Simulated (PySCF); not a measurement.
Numbering as in the mapped SMILES `[CH3:1][n:2]1[cH:3][cH:4][cH:5][n:6]1`. Each H is labelled by its parent atom.

Geometry: PBE0-D3(BJ)/def2-SVP; GIAO absolute shieldings from PySCF, gas phase, non-relativistic, averaged over equivalent atoms.

At PBE0/cc-pVDZ (114 basis functions, 8.5 s wall time on 1 thread of an Arm Neoverse V2, shared host):
| atoms | σ (ppm) |
| --- | --- |
| C5 | 60.4 |
| C3 | 70.0 |
| C4 | 91.9 |
| C1 | 158.5 |
| N6 | -47.3 |
| N2 | 62.4 |
| H(C5) | 24.01 |
| H(C3) | 24.25 |
| H(C4) | 25.23 |
| H(C1) | 27.70 |

Question: What do these become at PBE0/cc-pVTZ?

Answer: 
```tsv
atoms	σ at PBE0/cc-pVTZ	change
C5	45.1	-15.3
C3	56.6	-13.4
C4	78.6	-13.3
C1	148.5	-10.0
N6	-72.4	-25.1
N2	43.5	-18.9
H(C5)	23.78	-0.23
H(C3)	24.04	-0.21
H(C4)	25.00	-0.23
H(C1)	27.57	-0.13
```

The largest change is at N6 (pyridine-type nitrogen of an azole). Cost: 264 basis functions, 29 s wall time on 1 thread of an Arm Neoverse V2, shared host. The order of the carbon signals is the same at both levels.
